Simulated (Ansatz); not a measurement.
**Nudged elastic band run: H7NSi2**

input.yaml

```yaml
crystal:
  periodic: [false, false, false]
  atoms:
    - { symbol: Si, position_ang: [0.30912, 0.077924, 0.096154] }
    - { symbol: "N", position_ang: [0.926792, -0.291143, 1.677478] }
    - { symbol: H, position_ang: [0.283714, -0.61887, 2.390251] }
    - { symbol: H, position_ang: [1.623175, 0.321214, 2.089839] }
    - { symbol: H, position_ang: [1.476952, 0.317252, -0.807239] }
    - { symbol: H, position_ang: [-0.567987, 1.297205, -0.01158] }
    - { symbol: Si, position_ang: [-0.926926, -1.778006, -0.63538] }
    - { symbol: H, position_ang: [-1.955675, -2.137904, 0.392787] }
    - { symbol: H, position_ang: [-1.636614, -1.470646, -1.916605] }
    - { symbol: H, position_ang: [-0.04285, -2.965523, -0.847804] }
basis:
  gaussian: { orbitals: def2-SVP }
hamiltonian:
  xc: pbe0
neb:
  order_check: false
  images: 7
  f_tol: 0.03
  max_iterations: 60
  final_atoms:
    - { symbol: Si, position_ang: [0.28721394, 0.44281265, -0.58108338] }
    - { symbol: "N", position_ang: [1.04350712, -0.12771495, 1.25035841] }
    - { symbol: H, position_ang: [0.3578091, -0.57119448, 1.86650797] }
    - { symbol: H, position_ang: [1.41782022, 0.69084373, 1.73271789] }
    - { symbol: H, position_ang: [1.81820061, -0.78234343, 1.12758151] }
    - { symbol: H, position_ang: [-0.89927198, 1.08074396, 0.15337168] }
    - { symbol: Si, position_ang: [-0.91174754, -1.61774262, -0.75020077] }
    - { symbol: H, position_ang: [-1.44027386, -2.12056907, 0.5762937] }
    - { symbol: H, position_ang: [-2.09546959, -1.48644054, -1.66230374] }
    - { symbol: H, position_ang: [-0.08808704, -2.75689226, -1.28534227] }
  initial_path:
    images:
      - { positions_ang: [[0.30912, 0.077924, 0.096154], [0.926792, -0.291143, 1.677478], [0.283714, -0.61887, 2.390251], [1.623175, 0.321214, 2.089839], [1.476952, 0.317252, -0.807239], [-0.567987, 1.297205, -0.01158], [-0.926926, -1.778006, -0.63538], [-1.955675, -2.137904, 0.392787], [-1.636614, -1.470646, -1.916605], [-0.04285, -2.965523, -0.847804]] }
      - { positions_ang: [[0.23471758, 0.05736592, 0.06963303], [0.97812465, -0.21680411, 1.67577511], [0.27436359, -0.52579478, 2.34147368], [1.71907935, 0.30953774, 2.11888402], [1.51829476, 0.23294177, -0.53048187], [-0.59005361, 1.26994336, -0.13885613], [-0.95734136, -1.78688675, -0.66003704], [-1.89822133, -2.21896218, 0.39085247], [-1.73572805, -1.46071049, -1.87293347], [-0.05353459, -2.90912749, -0.96640879]] }
      - { positions_ang: [[0.16031517, 0.03680784, 0.04311205], [1.0294573, -0.14246522, 1.67407222], [0.26501317, -0.43271955, 2.29269636], [1.81498371, 0.29786149, 2.14792903], [1.55963752, 0.14863155, -0.25372475], [-0.61212021, 1.24268172, -0.26613227], [-0.98775672, -1.7957675, -0.68469407], [-1.84076765, -2.30002035, 0.38891795], [-1.83484211, -1.45077499, -1.82926193], [-0.06421917, -2.85273198, -1.08501359]] }
      - { positions_ang: [[0.08591275, 0.01624977, 0.01659108], [1.08078995, -0.06812633, 1.67236933], [0.25566276, -0.33964433, 2.24391903], [1.91088806, 0.28618523, 2.17697405], [1.60098029, 0.06432132, 0.02303238], [-0.63418682, 1.21542008, -0.3934084], [-1.01817208, -1.80464825, -0.70935111], [-1.78331398, -2.38107853, 0.38698342], [-1.93395616, -1.44083948, -1.7855904], [-0.07490376, -2.79633647, -1.20361838]] }
      - { positions_ang: [[0.01151033, -0.00430831, -0.0099299], [1.1321226, 0.00621256, 1.67066644], [0.24631234, -0.2465691, 2.19514171], [2.00679241, 0.27450898, 2.20601907], [1.64232305, -0.01998891, 0.2997895], [-0.65625342, 1.18815844, -0.52068454], [-1.04858744, -1.813529, -0.73400814], [-1.72586031, -2.46213671, 0.3850489], [-2.03307022, -1.43090398, -1.74191887], [-0.08558835, -2.73994096, -1.32222317]] }
      - { positions_ang: [[0.08043624, 0.10747193, -0.15271827], [1.10996873, -0.02726932, 1.56558943], [0.27418653, -0.32772545, 2.11298328], [1.85954936, 0.37859267, 2.08769378], [1.68629244, -0.21057754, 0.5067375], [-0.71700806, 1.16130482, -0.35217048], [-1.01437746, -1.76458241, -0.7380563], [-1.65446369, -2.3767448, 0.4328601], [-2.04867006, -1.44478812, -1.72201509], [-0.08621302, -2.74417879, -1.31300295]] }
      - { positions_ang: [[0.14936214, 0.21925217, -0.29550664], [1.08781486, -0.06075119, 1.46051243], [0.30206072, -0.40888179, 2.03082484], [1.71230632, 0.48267635, 1.96936848], [1.73026183, -0.40116617, 0.7136855], [-0.7777627, 1.1344512, -0.18365643], [-0.98016749, -1.71563581, -0.74210446], [-1.58306708, -2.29135289, 0.4806713], [-2.0642699, -1.45867226, -1.7021113], [-0.08683769, -2.74841661, -1.30378272]] }
      - { positions_ang: [[0.21828804, 0.33103241, -0.43829501], [1.06566099, -0.09423307, 1.35543542], [0.32993491, -0.49003814, 1.94866641], [1.56506327, 0.58676004, 1.85104319], [1.77423122, -0.5917548, 0.9206335], [-0.83851734, 1.10759758, -0.01514237], [-0.94595751, -1.66668921, -0.74615261], [-1.51167047, -2.20596098, 0.5284825], [-2.07986975, -1.4725564, -1.68220752], [-0.08746236, -2.75265444, -1.2945625]] }
      - { positions_ang: [[0.28721394, 0.44281265, -0.58108338], [1.04350712, -0.12771495, 1.25035841], [0.3578091, -0.57119448, 1.86650797], [1.41782022, 0.69084373, 1.73271789], [1.81820061, -0.78234343, 1.12758151], [-0.89927198, 1.08074396, 0.15337168], [-0.91174754, -1.61774262, -0.75020077], [-1.44027386, -2.12056907, 0.5762937], [-2.09546959, -1.48644054, -1.66230374], [-0.08808704, -2.75689226, -1.28534227]] }
```

Run as:

```bash
$ ansatz run input.yaml --threads 2 --pin off --max-ram 3072MiB --backend cpu --events-out ev --progress --plain --runs-dir out
```

Output, in part (warnings, iteration lines, the closing report on the highest movable image, with atoms numbered from 0):

```
NEB end point (image 0): max|allowed force component| = 1.558e-2 eV/Å (the criterion of neb.relax_end_points is 1.000e-2)
NEB end point (image 8): max|allowed force component| = 1.566e-2 eV/Å (the criterion of neb.relax_end_points is 1.000e-2)
NEB iter   1: max|band force component| = 4.790e0 eV/Å  barrier→ = 4.8629 eV  barrier← = 3.6807 eV  Δτ_max = 0.2000 Å  (210 SCF iters)
NEB iter   2: max|band force component| = 2.939e0 eV/Å  barrier→ = 3.4146 eV  barrier← = 2.2324 eV  Δτ_max = 0.1901 Å  (184 SCF iters)
NEB iter   3: max|band force component| = 2.453e0 eV/Å  barrier→ = 3.1232 eV  barrier← = 1.9410 eV  Δτ_max = 0.0997 Å  (178 SCF iters)
NEB iter   4: max|band force component| = 1.146e0 eV/Å  barrier→ = 3.0089 eV  barrier← = 1.8267 eV  Δτ_max = 0.2000 Å  (168 SCF iters)
NEB iter   5: max|band force component| = 6.213e-1 eV/Å  barrier→ = 2.8862 eV  barrier← = 1.7040 eV  Δτ_max = 0.1867 Å  (172 SCF iters)
NEB iter   6: max|band force component| = 1.167e0 eV/Å  barrier→ = 2.7615 eV  barrier← = 1.5793 eV  CI = image 5  Δτ_max = 0.1133 Å  (177 SCF iters)
NEB iter   7: max|band force component| = 2.294e-1 eV/Å  barrier→ = 2.8610 eV  barrier← = 1.6788 eV  CI = image 5  Δτ_max = 0.0427 Å  (166 SCF iters)
NEB iter   8: max|band force component| = 1.397e-1 eV/Å  barrier→ = 2.8547 eV  barrier← = 1.6725 eV  CI = image 5  Δτ_max = 0.1077 Å  (162 SCF iters)
NEB iter   9: max|band force component| = 9.587e-2 eV/Å  barrier→ = 2.8492 eV  barrier← = 1.6670 eV  CI = image 5  Δτ_max = 0.0393 Å  (159 SCF iters)
NEB iter  10: max|band force component| = 8.579e-2 eV/Å  barrier→ = 2.8481 eV  barrier← = 1.6659 eV  CI = image 5  Δτ_max = 0.0533 Å  (160 SCF iters)
NEB iter  11: max|band force component| = 7.472e-2 eV/Å  barrier→ = 2.8465 eV  barrier← = 1.6643 eV  CI = image 5  Δτ_max = 0.0451 Å  (160 SCF iters)
NEB iter  12: max|band force component| = 8.581e-2 eV/Å  barrier→ = 2.8452 eV  barrier← = 1.6630 eV  CI = image 5  Δτ_max = 0.0226 Å  (158 SCF iters)
NEB iter  13: max|band force component| = 7.971e-2 eV/Å  barrier→ = 2.8445 eV  barrier← = 1.6623 eV  CI = image 5  Δτ_max = 0.0226 Å  (157 SCF iters)
NEB iter  14: max|band force component| = 4.716e-2 eV/Å  barrier→ = 2.8439 eV  barrier← = 1.6617 eV  CI = image 5  Δτ_max = 0.0226 Å  (158 SCF iters)
NEB iter  15: max|band force component| = 2.631e-2 eV/Å  barrier→ = 2.8434 eV  barrier← = 1.6612 eV  CI = image 5  Δτ_max = 0.0226 Å  (158 SCF iters)
NEB iter  16: max|band force component| = 1.711e-1 eV/Å  barrier→ = 2.8429 eV  barrier← = 1.6607 eV  CI = image 5  Δτ_max = 0.0453 Å  (22 SCF iters)
NEB iter  17: max|band force component| = 1.418e-1 eV/Å  barrier→ = 2.8423 eV  barrier← = 1.6601 eV  CI = image 5  Δτ_max = 0.0868 Å  (157 SCF iters)
NEB iter  18: max|band force component| = 8.471e-2 eV/Å  barrier→ = 2.8420 eV  barrier← = 1.6598 eV  CI = image 5  Δτ_max = 0.0538 Å  (161 SCF iters)
NEB iter  19: max|band force component| = 7.135e-2 eV/Å  barrier→ = 2.8420 eV  barrier← = 1.6598 eV  CI = image 5  Δτ_max = 0.0287 Å  (161 SCF iters)
NEB iter  20: max|band force component| = 5.695e-2 eV/Å  barrier→ = 2.8419 eV  barrier← = 1.6597 eV  CI = image 5  Δτ_max = 0.0307 Å  (159 SCF iters)
NEB iter  21: max|band force component| = 5.075e-2 eV/Å  barrier→ = 2.8418 eV  barrier← = 1.6596 eV  CI = image 5  Δτ_max = 0.0100 Å  (149 SCF iters)
NEB iter  22: max|band force component| = 3.973e-2 eV/Å  barrier→ = 2.8418 eV  barrier← = 1.6596 eV  CI = image 5  Δτ_max = 0.0036 Å  (137 SCF iters)
NEB iter  23: max|band force component| = 1.989e-2 eV/Å  barrier→ = 2.8418 eV  barrier← = 1.6596 eV  CI = image 5  Δτ_max = 0.0000 Å  (297 SCF iters)
Total energy: -17342.05338913 eV, -637.3087071845 hartree
Atom 0 at     0.213512     0.252733    -0.235307 Å, force    -0.000062    -0.000308    -0.000927 eV/Å
Atom 1 at     1.016960    -0.195690     1.432629 Å, force     0.000363    -0.000642     0.000419 eV/Å
Atom 2 at     0.708534    -0.924561     2.081377 Å, force     0.000348     0.000287     0.000387 eV/Å
Atom 3 at     1.443090     0.580843     1.933037 Å, force    -0.000539     0.000199     0.000388 eV/Å
Atom 4 at     1.714613    -0.140540     0.239236 Å, force     0.000141     0.000314    -0.000249 eV/Å
Atom 5 at    -0.797804     1.352056    -0.011996 Å, force     0.000101     0.000126     0.000178 eV/Å
Atom 6 at    -1.000740    -1.701295    -0.673434 Å, force    -0.000545     0.000118    -0.000095 eV/Å
Atom 7 at    -1.970126    -2.039733     0.423391 Å, force     0.000186     0.000072    -0.000107 eV/Å
Atom 8 at    -1.771335    -1.567316    -1.949342 Å, force     0.000008     0.000015     0.000070 eV/Å
Atom 9 at    -0.067002    -2.864994    -0.811690 Å, force    -0.000002    -0.000180    -0.000062 eV/Å
Dipole moment:     0.170657     0.050129     0.520850 e Å
```

The forces met the threshold. The band force fell under the threshold earlier too, but the program's further tests of the path sent the band on. Neighbouring images differ by up to 1.3 eV, so the band resolves the path poorly. A vibrational analysis at the climbing image gives one clearly imaginary mode, 1523i cm⁻¹: a first-order saddle point. The orbitals stay closed-shell, which can raise the energy where a bond breaks towards radicals; this wasn't checked here.

Final band (atoms are numbered from 1 in the order of the input):

| image | path coordinate (Å) | energy (kcal/mol) | Si1–H5 (Å) | N2–H5 (Å) |
| --- | --- | --- | --- | --- |
| 0 | 0.00 | 0.0 | 1.50 | 2.62 |
| 1 | 0.37 | 0.6 | 1.50 | 2.61 |
| 2 | 0.74 | 4.8 | 1.49 | 2.45 |
| 3 | 1.11 | 20.7 | 1.49 | 2.11 |
| 4 | 1.48 | 48.1 | 1.51 | 1.75 |
| 5 | 1.85 | 65.5 | 1.62 | 1.38 |
| 6 | 2.53 | 34.7 | 2.19 | 1.03 |
| 7 | 3.22 | 27.6 | 2.58 | 1.02 |
| 8 | 3.90 | 27.3 | 2.60 | 1.02 |

The run took 4.3 min on 2 threads of Arm Neoverse V1, on a shared host, peak memory 0.16 GiB.
